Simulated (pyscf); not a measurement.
## Four-centre exchange: HF + F–Si:–F [singlet] -> F–Si:–F [singlet] + HF

Gas phase, singlet surface, charge 0. Bonds broken: F1–H5, Si2–F4. Bonds formed: F1–Si2, F4–H5. Optimised with ωB97X-D3(BJ)/def2-SVP in PySCF. MP2 and CC: frozen core, UHF for open shells. ΔMP2 is the change of the MP2 total energy from the triple- to the quadruple-zeta basis.

Transition state (Å):

```xyz
5

F     -0.8789     0.9447    -0.0061
Si     0.4380     1.2214    -1.3330
F      1.6002     0.4514    -0.4899
F     -0.5302    -0.3647    -1.6798
H     -1.0047     0.0191    -0.6937
```

One imaginary mode, 627i cm⁻¹; descent along it reached the two sides named, in the forms told below.

```json
[
 {"bond": "F1–H5", "change": "breaks", "reactant side (Å)": "0.936", "saddle": "1.160", "product side": "1.959"},
 {"bond": "Si2–F4", "change": "breaks", "reactant side (Å)": "1.667", "saddle": "1.890", "product side": "2.366"},
 {"bond": "F1–Si2", "change": "forms", "reactant side (Å)": "2.365", "saddle": "1.890", "product side": "1.667"},
 {"bond": "F4–H5", "change": "forms", "reactant side (Å)": "1.960", "saddle": "1.160", "product side": "0.937"}
]
```

Electronic energies relative to the separated reactants (kcal/mol):

```
level                             barrier  reaction energy  reverse barrier
--------------------------------  -------  ---------------  ---------------
ωB97X-D3(BJ)/def2-TZVP                7.9              0.0              7.9
PBE/def2-TZVP                         4.0              0.0              4.0
r²SCAN/def2-TZVP                      4.9              0.0              4.9
B3LYP-D3(BJ)/def2-TZVP                8.1              0.0              8.1
PBE0-D3(BJ)/def2-TZVP                 6.3              0.0              6.3
M06-2X/def2-TZVP                      7.3              0.0              7.3
ωB97M-D3(BJ)/def2-TZVP                7.9              0.0              7.9
HF/def2-TZVP                         22.2              0.0             22.2
MP2/def2-QZVPP                       10.1              0.0             10.1
CCSD/def2-TZVPP                      13.1              0.0             13.1
CCSD(T)/def2-TZVPP                   11.1              0.0             11.1
CCSD(T)/def2-TZVPP + ΔMP2(QZVPP)     11.3              0.0             11.3
```

With CCSD(T)/def2-TZVPP + ΔMP2(QZVPP) energies and thermal terms (ideal gas, 1 atm, RRHO with modes under 100 cm⁻¹ raised to 100, one conformer, R ln 2 for chiral ones without a mode under 150 cm⁻¹), in kcal/mol:

```
T (K)   ΔH‡   ΔG‡   ΔH   ΔG
-----  ----  ----  ---  ---
298    10.2  20.4  0.0  0.0
600     9.8  30.9  0.0  0.0
900    10.0  41.4  0.0  0.0
1200   10.4  51.7  0.0  0.0
```

On the reactant side the descent ends in a complex, 4.5 kcal/mol under the separated species and 12.5 kcal/mol under the saddle at ωB97X-D3(BJ)/def2-TZVP. On the product side the descent ends in a complex, 4.5 kcal/mol under the separated species and 12.5 kcal/mol under the saddle at ωB97X-D3(BJ)/def2-TZVP. One saddle was located; it need not be the lowest between these sides. The CCSD(T) − MP2 part came from Ansatz, without density fitting, on the same reference.
